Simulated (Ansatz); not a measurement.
# C₃H₆O₂: a ladder of functionals and wavefunction methods

An exercise on one series of results from a longer session: the logs are not shown, and one member is left open.

Method: functionals in def2-TZVPP, the program's frozen cores in correlated methods; program: Ansatz 0.2.0, Gaussian basis.

Levels to be run: PBE-D4, r2SCAN-D4, PBE0-D4, B3LYP-D4, ωB97X-V, ωB97M-V, B2PLYP; CCSD(T)/def2-TZVPP; MP2/def2-QZVPP; extrapolation to the limit.

## The geometry

The geometry comes from an earlier relaxation with PBE0-D4 in a triple-zeta def2 set; it is a stationary point, not always the lowest conformer.

SMILES `COCC=O`, 11 atoms, charge 0, spin multiplicity 1.

Atoms are counted from 1 here; the program's logs count them from 0.

Bond lengths: C1–O2 1.402 Å, C1–H6 1.090 Å, C1–H7 1.098 Å, C1–H8 1.098 Å, O2–C3 1.395 Å, C3–C4 1.506 Å, C3–H9 1.102 Å, C3–H10 1.102 Å, C4–O5 1.198 Å, C4–H11 1.111 Å. Angles: O2–C1–H6 107.5°, O2–C1–H7 111.4°, O2–C1–H8 111.4°, H6–C1–H7 109.0°, H6–C1–H8 109.0°, H7–C1–H8 108.4°, C1–O2–C3 112.7°, O2–C3–C4 108.8°, O2–C3–H9 112.0°, O2–C3–H10 112.1°, C4–C3–H9 108.4°, C4–C3–H10 108.4°, H9–C3–H10 107.0°, C3–C4–O5 123.3°, C3–C4–H11 114.4°, O5–C4–H11 122.3°.

Coordinates:

```xyz
11
C3H6O2
C    -1.5733   -0.7211    0.0747
O    -0.1757   -0.7600   -0.0319
C     0.4019    0.5092   -0.0013
C     1.8962    0.3653   -0.1203
O     2.6492    1.2970   -0.1239
H    -1.9327   -1.7493    0.0417
H    -2.0233   -0.1578   -0.7539
H    -1.8908   -0.2611    1.0203
H     0.1771    1.0433    0.9358
H     0.0465    1.1454   -0.8277
H     2.2500   -0.6840   -0.2054
```

Set-up of the first run:

in.yaml

```yaml
crystal:
  periodic: [false, false, false]
  atoms:
    - {symbol: C, position_ang: [-1.573319, -0.721115, 0.074737]}
    - {symbol: O, position_ang: [-0.175707, -0.759968, -0.031865]}
    - {symbol: C, position_ang: [0.401852, 0.509245, -0.001330]}
    - {symbol: C, position_ang: [1.896244, 0.365256, -0.120332]}
    - {symbol: O, position_ang: [2.649249, 1.297036, -0.123876]}
    - {symbol: H, position_ang: [-1.932687, -1.749274, 0.041662]}
    - {symbol: H, position_ang: [-2.023258, -0.157755, -0.753934]}
    - {symbol: H, position_ang: [-1.890755, -0.261115, 1.020318]}
    - {symbol: H, position_ang: [0.177149, 1.043329, 0.935769]}
    - {symbol: H, position_ang: [0.046487, 1.145409, -0.827653]}
    - {symbol: H, position_ang: [2.250044, -0.684048, -0.205395]}
basis:
  gaussian: {orbitals: def2-TZVPP}
hamiltonian: {xc: pbe, dispersion: d4}
output: {forces: true, orbitals: {seedname: orbitals}}
```

The run is started by

```bash
$ ansatz run in.yaml --threads 4 --pin off --events-out ev --progress --plain --max-ram 10444MiB
```

Among the steps run: PBE-D4 (GGA); r2SCAN-D4 (meta-GGA); PBE0-D4 (hybrid); B3LYP-D4 (hybrid); ωB97X-V (range-separated); ωB97M-V (range-separated); B2PLYP (double hybrid); CCSD(T) in def2-TZVPP; MP2 in def2-QZVPP.

One table of the session follows, with a row left open; its other results are not shown here.

| method | atoms, summed (eV) | atomisation energy (kJ/mol) |
| --- | --- | --- |
| PBE-D4 | -7249.248 | 4557.3 |
| r2SCAN-D4 | -7254.979 | 4434.6 |
| PBE0-D4 | -7250.733 | 4441.4 |
| B3LYP-D4 | -7259.560 | 4423.2 |
| ωB97X-V | ? | ? |
| ωB97M-V | -7256.138 | 4435.9 |
| B2PLYP | -7253.918 | 4383.8 |
| HF/def2-TZVPP | -7230.271 | 3136.1 |
| MP2/def2-TZVPP | -7243.377 | 4401.7 |
| CCSD/def2-TZVPP | -7245.947 | 4234.8 |
| CCSD(T)/def2-TZVPP | -7246.268 | 4308.2 |
| MP2/CBS | -7245.908 | 4513.9 |
| CCSD(T)/CBS | -7248.799 | 4420.3 |

Estimate the missing values for ωB97X-V.

The run gave: atoms, summed (eV): -7256.721; atomisation energy (kJ/mol): 4430.1. In the column «atoms, summed (eV)» it lies between B3LYP-D4 (-7259.560) and ωB97M-V (-7256.138).

To keep in mind: Free atoms (3 C, 2 O, 6 H) were run apart at each level; the atomisation energy is their sum less the molecule, without zero-point or spin-orbit terms.
